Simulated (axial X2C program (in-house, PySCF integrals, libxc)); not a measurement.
## Potential curves of BCl⁺, with spin–orbit coupling

All values were computed with an in-house relativistic program for diatomic molecules. Two-component (2c) means X2C with spin–orbit coupling and atomic mean-field two-electron Coulomb and Gaunt terms. Basis: Cl dyall-av3z [9s8p3d2f], B dyall-v3z [7s6p2d1f] (cores contracted in-house); Gaussian nuclei, density fitting, unrestricted open shells. Masses: Cl 34.969 u, B 11.009 u.

State: Ω = 1/2 (⟨Sz⟩ = 0.50, ⟨Lz⟩ = 0.00 at r2SCAN0). Energies in eV from the fragments at the same level (Cl + B+). Fits are polynomials in 1 − R0/R over 0.85 to 1.23 times the lowest point R0.

```json
{"R (Å)": "1.3946", "r2SCAN0": "-3.0742", "PBE0": "-2.9882", "MP2": "-2.6571"}
{"R (Å)": "1.4587", "r2SCAN0": "-3.7888", "PBE0": "-3.7076", "MP2": "-3.3963"}
{"R (Å)": "1.5068", "r2SCAN0": "-4.0950", "PBE0": "-4.0187", "MP2": "-3.7167"}
{"R (Å)": "1.5549", "r2SCAN0": "-4.2496", "PBE0": "-4.1790", "MP2": "-3.8821"}
{"R (Å)": "1.6030", "r2SCAN0": "-4.2850", "PBE0": "-4.2209", "MP2": "-3.9252"}
{"R (Å)": "1.6591", "r2SCAN0": "-4.2109", "PBE0": "-4.1551", "MP2": "-3.8560"}
{"R (Å)": "1.7152", "r2SCAN0": "-4.0444", "PBE0": "-3.9974", "MP2": "-3.6899"}
{"R (Å)": "1.7873", "r2SCAN0": "-3.7368", "PBE0": "-3.7017", "MP2": "-3.3756"}
{"R (Å)": "1.8755", "r2SCAN0": "-3.2756", "PBE0": "-3.2549", "MP2": "-2.8902"}
{"R (Å)": "2.0038", "r2SCAN0": "-2.5479", "PBE0": "-2.5467", "MP2": "-2.0746"}
```

Correlated methods: 9 electrons correlated (number of frozen shells: Cl 2 s, 1 p; B 1 s), 175 virtual spin orbitals or spinors in MP2.

Occupations by symmetry block were frozen at the best pattern of an incomplete PBE0 search. Dissociation energies refer to the lowest single-determinant-based atoms at the same level and basis. Density functionals use the spin component along the axis (collinear). The 2c atoms are single determinants rather than J levels; their spin–orbit lowering is only partly caught, and De is too large by that part. This holds for r2SCAN0, PBE0. Without a current term, density functionals place determinants with orbital angular momentum somewhat too high. MP2 and coupled cluster on one determinant become unreliable at the stretched end.

Task: Fit the r2SCAN0 curve near its minimum: give the equilibrium distance, the harmonic wavenumber and the well depth.

Result: At r2SCAN0, 2c: Re = 1.595 Å, ωe ≈ 1160 cm⁻¹, De = 4.29 eV to Cl + B+; Be follows as 0.791 cm⁻¹.

Task: What are Re, ωe and De at the PBE0 level?

Result: At PBE0, 2c: Re = 1.599 Å, ωe ≈ 1150 cm⁻¹, De = 4.22 eV to Cl + B+; Be follows as 0.788 cm⁻¹.

Task: What are Re, ωe and De at the MP2 level?

Result: At MP2, 2c: Re = 1.599 Å, ωe ≈ 1170 cm⁻¹, De = 3.93 eV to Cl + B+; Be follows as 0.788 cm⁻¹.
